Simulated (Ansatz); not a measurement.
A nudged elastic band was laid between two geometries of BH5OS (8 atoms, charge 0, multiplicity 1).

Computed with UKS BLYP/6-31G in Ansatz 0.2.0.

| Item | Value |
| --- | --- |
| movable images | 5 |
| climbing image | yes |
| spring | 5.0 eV/Å² |
| optimiser | quadratic models (default) |
| start path | through a guess of the saddle point |
| force threshold | 0.03 eV/Å |
| iteration limit | 60 |
| end points | relaxed |

First end point:

```xyz
8
Properties=species:S:1:pos:R:3
B -0.089 -0.459 -0.549
S 1.646 0.424 -0.523
H 0.034 -1.641 -0.364
H -0.864 -0.065 -1.371
H -0.020 0.554 1.466
O -0.766 0.118 0.971
H 1.306 1.621 -1.148
H -1.246 -0.552 1.517
```

Last end point:

```xyz
8
Properties=species:S:1:pos:R:3
B -1.054 -1.206 -0.462
S 1.902 2.074 0.541
H -1.832 -2.087 -0.208
H -0.734 -0.900 -1.571
H 0.945 1.052 0.495
O -0.463 -0.469 0.557
H 1.940 2.231 -0.840
H -0.704 -0.695 1.487
```

(1) Which bonds break or form, and what moves?

(2) What energy profile does the band end with?

(3) What is the geometry of the highest image?

(4) What are the harmonic wavenumbers there?

Results:

(1) Bonds broken: B1–S2, H5–O6. Bonds formed: S2–H5. BH5OS becomes BH3O + H2S.

(2) The forces met the threshold. The highest image is number 1 of 0 to 6, 0.59 eV above the first end and 0.86 eV above the last; the last end lies 0.27 eV below the first. A vibrational analysis at the climbing image gives one clearly imaginary mode, 916i cm⁻¹: a first-order saddle point. The orbitals stay closed-shell, which can raise the energy where a bond breaks towards radicals; this wasn't checked here. Limits of this set-up: no polarisation functions.

| image | path coordinate (Å) | energy (eV) | B1–S2 (Å) | H5–O6 (Å) | S2–H5 (Å) |
| --- | --- | --- | --- | --- | --- |
| 0 | 0.00 | 0.00 | 1.95 | 1.00 | 2.60 |
| 1 | 0.95 | 0.59 | 2.27 | 1.38 | 1.61 |
| 2 | 1.71 | -0.03 | 2.95 | 2.13 | 1.40 |
| 3 | 2.47 | -0.18 | 3.60 | 2.41 | 1.39 |
| 4 | 3.23 | -0.22 | 4.00 | 2.23 | 1.40 |
| 5 | 3.99 | -0.26 | 4.28 | 2.09 | 1.40 |
| 6 | 4.76 | -0.27 | 4.53 | 2.07 | 1.40 |

(3) 
```xyz
8
Properties=species:S:1:pos:R:3:forces:R:3
B -0.367 -0.581 -0.461 -0.01 0.02 0.02
S 1.580 0.547 -0.184 0.00 0.01 0.00
H -0.083 -1.742 -0.384 0.00 -0.01 0.00
H -0.859 -0.103 -1.437 0.00 0.00 0.00
H 0.390 0.674 0.899 -0.02 -0.02 0.01
O -0.854 0.072 0.869 0.02 0.00 -0.02
H 1.253 1.693 -0.902 0.00 0.00 -0.01
H -1.060 -0.560 1.600 0.00 0.00 0.00
```

(4) 916i, 265, 342, 417, 498, 579, 752, 813, 840, 1019, 1083, 1194, 1212, 1406, 2431, 2575, 2688, 3529 cm⁻¹.

Run time: 2.9 min on 1 thread of Arm Neoverse V2 (shared host), peak memory 0.1 GiB.
